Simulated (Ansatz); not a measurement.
Ansatz (a first-principles code) input (CCSD(T)/cc-pCVTZ): A basis named .json is the Basis Set Exchange file of that set (core-valence sets with the plain set on hydrogen).

Ansatz 0.2 input:
```yaml
crystal:
  periodic: [false, false, false]
  atoms:
    - {symbol: N, position_ang: [-0.00000000, 0.00000000, 0.00000000]}
    - {symbol: H, position_ang: [-0.01073378, 1.02502493, -0.03038898]}
    - {symbol: H, position_ang: [0.89333025, -0.50366246, 0.00006664]}
    - {symbol: H, position_ang: [-0.88259648, -0.52136248, 0.03032234]}
basis:
  gaussian:
    orbitals: cc-pCVTZ.json
total_charge: 1
magnetization: {spin_polarized: true, initial_magnetization: 1}
correlation: {method: ccsd_t, electrons: outside_noble_gas}
```

Output:

```
Functional definition: HF
integrals: 0.11 GiB planned
492 factors; integrals over basis functions are off by at most 1.4e-3 eV
mean field: 0.13 GiB planned
mean field evaluation 1: about -1519.0986 eV, gradient 2.5e1 eV
mean field evaluation 2: about -1519.0985 eV, gradient 2.5e1 eV
mean field evaluation 4: about -1521.1883 eV, gradient 1.3e0 eV
mean field evaluation 8: about -1521.2047 eV, gradient 5.4e-4 eV
mean field evaluation 16: about -1521.2023 eV, gradient 3.9e-1 eV
mean field -1521.20472959 eV, -55.9032427030 hartree, gradient 1.3e-6 eV, S^2 0.761279; 0 other end points of the search recorded, 0 dependent functions left out
1 core orbitals not correlated
reference -1521.20472959 eV, -55.9032427030 hartree; 4, 3 occupied and 80, 81 virtual orbitals, 492 factors
second order -4.91346147 eV of doubles, -0.00000000 eV of singles
coupled cluster: 0.30 GiB planned
cycle   1  -5.27030439 eV  change   -3.6e-1 eV  update   3.5e-2
cycle   2  -5.40604263 eV  change   -1.4e-1 eV  update   1.3e-2
cycle   3  -5.41811936 eV  change   -1.2e-2 eV  update   4.6e-3
cycle   4  -5.41959367 eV  change   -1.5e-3 eV  update   1.8e-3
cycle   5  -5.42000402 eV  change   -4.1e-4 eV  update   5.3e-4
cycle   6  -5.42006072 eV  change   -5.7e-5 eV  update   1.2e-4
cycle   7  -5.42008375 eV  change   -2.3e-5 eV  update   3.3e-5
cycle   8  -5.42008189 eV  change    1.9e-6 eV  update   7.6e-6
perturbative correction -0.13111557 eV, -0.0048184084 hartree
Total energy: -1526.75592706 eV, -56.1072454471 hartree
```
